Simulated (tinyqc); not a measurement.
CIS on RHF in the sto-6g basis, for OH-, spin multiplicity 1, step by step. The basis has no diffuse functions, so it cannot describe the extra electron: this is an exercise in the method, not the real anion. One step of it, computed by the program tinyqc.

Question. CIS matrix, triplets. A(ia,jb) = (e_a - e_i) d_ij d_ab - (ij|ab).

orbital energies (hartree): [-19.723523, -0.588438, 0.071800, 0.202651, 0.202651, 1.040428]

Two-electron integrals over orbitals (pq|rs), unique and non-zero (hartree):
```
(11|11) 4.763113    (21|11) -0.456388   (21|21) 0.070096    (22|11) 1.060322
(22|21) -0.019109   (22|22) 0.737285    (31|11) 0.161278    (31|21) -0.024622
(31|22) 0.008640    (31|31) 0.016308    (32|11) -0.188754   (32|21) 0.007346
(32|22) -0.060846   (32|31) 0.009555    (32|32) 0.128859    (33|11) 0.716666
(33|21) -0.006203   (33|22) 0.586511    (33|31) -0.000961   (33|32) 0.012654
(33|33) 0.623721    (41|41) 0.026674    (42|41) 0.034093    (42|42) 0.157175
(43|41) -0.010982   (43|42) -0.043780   (43|43) 0.032475    (44|11) 1.117089
(44|21) -0.012291   (44|22) 0.768386    (44|31) 0.004176    (44|32) -0.100186
(44|33) 0.568006    (44|44) 0.880663    (51|51) 0.026674    (52|51) 0.034093
(52|52) 0.157175    (53|51) -0.010982   (53|52) -0.043780   (53|53) 0.032475
(54|54) 0.047461    (55|11) 1.117089    (55|21) -0.012291   (55|22) 0.768386
(55|31) 0.004176    (55|32) -0.100186   (55|33) 0.568006    (55|44) 0.785741
(55|55) 0.880663    (61|11) -0.127323   (61|21) 0.020270    (61|22) -0.002322
(61|31) 0.005707    (61|32) 0.021566    (61|33) -0.006749   (61|44) -0.003250
(61|55) -0.003250   (61|61) 0.027381    (62|11) 0.170988    (62|21) -0.004824
(62|22) 0.087858    (62|31) 0.016545    (62|32) 0.046431    (62|33) 0.001729
(62|44) 0.091336    (62|55) 0.091336    (62|61) 0.022574    (62|62) 0.109898
(63|11) 0.301009    (63|21) -0.004136   (63|22) 0.145827    (63|31) -0.003074
(63|32) -0.113565   (63|33) 0.004504    (63|44) 0.174452    (63|55) 0.174452
(63|61) -0.008848   (63|62) 0.025565    (63|63) 0.181541    (64|41) 0.008147
(64|42) 0.033101    (64|43) 0.013425    (64|64) 0.037853    (65|51) 0.008147
(65|52) 0.033101    (65|53) 0.013425    (65|65) 0.037853    (66|11) 0.944208
(66|21) -0.011062   (66|22) 0.675774    (66|31) 0.011357    (66|32) 0.009593
(66|33) 0.623678    (66|44) 0.667910    (66|55) 0.667910    (66|61) 0.009270
(66|62) 0.081832    (66|63) 0.066009    (66|66) 0.711937
```

Give: CIS matrix A, triplet.

Answer.

CIS matrix A, triplet (hartree), order 1>6, 2>6, 3>6, 4>6, 5>6:
```
[[19.8197, 0.0111, -0.0114, 0.0000, 0.0000],
 [0.0111, 0.9531, -0.0096, 0.0000, 0.0000],
 [-0.0114, -0.0096, 0.3450, 0.0000, 0.0000],
 [0.0000, 0.0000, 0.0000, 0.1699, 0.0000],
 [0.0000, 0.0000, 0.0000, 0.0000, 0.1699]]
```
